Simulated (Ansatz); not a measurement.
Ideal-gas functions of H₆NPSi (`N[SiH2]P`) at 400 K and 1 bar, from an Ansatz frequency run at PBE0-D4/def2-TZVP.

Molar mass 79.11 g/mol, point group C1 (symmetry number 1), electronic degeneracy 1, moments of inertia 32.75, 142.684, 164.435 u Å². Harmonic wavenumbers (cm⁻¹, unscaled): 103, 120, 219, 329, 448, 468, 619, 681, 752, 829, 868, 914, 962, 1086, 1581, 2171, 2223, 2391, 2402, 3611, 3705.

Use S(trans) = R[1.5 ln M + 2.5 ln T − 1.1517]; rotational temperatures θ = 24.2544 K / I; S(rot) = R[ln(√π/σ · √(T³/θAθBθC)) + 1.5]; for each mode x = 1.438777 ν̃/T, S = R[x/(eˣ − 1) − ln(1 − e⁻ˣ)] and H = RT x/(eˣ − 1); 1 cm⁻¹ = 0.0119627 kJ/mol; R = 8.31446 J/(mol·K).

Problem. By hand: the entropy, in J/(mol·K).

Solution. Translation 169.5. Rotation: θ = 0.7406, 0.17, 0.1475 K, giving 108.5. Vibration, mode by mode: 16.62, 15.36, 10.51, 7.38, 5.19, 4.90, 3.19, 2.68, 2.19, 1.76, 1.57, 1.38, 1.20, 0.84, 0.19, 0.03, 0.03, 0.01, 0.01, 0.00, 0.00, in all 75.0. Electronic 0.0. Sum 353.0 J/(mol·K).

Problem. By hand: H − E and G − E in kJ/mol, counted from the electronic energy.

Solution. Zero-point energy ½ × 26482 × 0.0119627 = 158.4; thermal vibration 16.4; translation, rotation and pV give 4 RT = 13.3. H − E = 188.1 kJ/mol, and G − E = 188.1 − 400 × 353.0/1000 = 46.9 kJ/mol.

Vibration gives 21 % of the entropy, 32.0 J/(mol·K) of it from the modes under 150 cm⁻¹: soft modes count most, and the harmonic formula is weakest for them. The sum counts one conformer and one mirror image; others add a mixing term.
